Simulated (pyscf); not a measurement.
Structures and frequencies: ωB97X-D3(BJ)/def2-SVP in PySCF.

Task: Estimate the classical barrier height and the reaction energy of `[NH2][NH][SiH]` [singlet] + `[H][H]` -> `[NH2][NH2]` + `[SiH2]` [singlet] at ωB97M-D3(BJ)/def2-TZVP. The step runs on the singlet surface, breaks N–Si, H–H and forms H–N, H–Si; take the separated reactants as zero.

Result: ΔE‡ = 121.4 kJ/mol, ΔE = +111.1 kJ/mol. Zero-point energy shifts the barrier by +12.9 kJ/mol. It is a four-centre exchange, with an imaginary mode of 1376i cm⁻¹. On the product side the descent ends in an adduct with a N–Si contact, 149.6 kJ/mol under the separated species and 155.3 kJ/mol under the saddle at ωB97X-D3(BJ)/def2-TZVP. What is counted as broken (N–Si) persists as a longer contact in the product adduct; parting that adduct is a step of its own. At the saddle there is also a short H–Si contact that neither side keeps. H₂N–NH–SiH: [singlet] lies 268.6 kJ/mol over its isomer H₂N–Si:–NH₂ [singlet] (electronic energy, ωB97M-D3(BJ)/def2-TZVP). One saddle was located; it need not be the lowest between these sides.
